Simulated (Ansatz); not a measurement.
```yaml
crystal:
  periodic: [false, false, false]
  atoms:
    - {symbol: N, position_ang: [-2.519911, -0.886124, 1.436677]}
    - {symbol: C, position_ang: [-1.764267, -0.288344, 0.797293]}
    - {symbol: O, position_ang: [-0.933966, 0.376586, 0.089669]}
    - {symbol: C, position_ang: [0.438953, -0.245118, -0.001970]}
    - {symbol: N, position_ang: [1.282085, 0.527155, -0.781311]}
    - {symbol: H, position_ang: [0.281947, -1.234324, -0.431942]}
    - {symbol: H, position_ang: [0.792985, -0.320776, 1.026130]}
    - {symbol: H, position_ang: [1.492471, 1.436457, -0.399039]}
    - {symbol: H, position_ang: [1.018104, 0.588188, -1.752808]}
basis:
  gaussian: {orbitals: "6-31G*"}
magnetization: {spin_polarized: true, initial_magnetization: 1}
hamiltonian: {xc: {name: HF}}
correlation: {method: rpa, electrons: all}
```

```sh
$ ansatz run in.yaml --threads 2 --pin off --events-out ev --progress --plain --max-ram 4352MiB
```

Q: How does Ansatz answer? (Best estimate.)

A: Computed: The program refused the input.
```
Error: a molecule whose nuclei and cores have a total charge of 38 cannot have a net charge of 0 together with 1 unpaired electrons
```
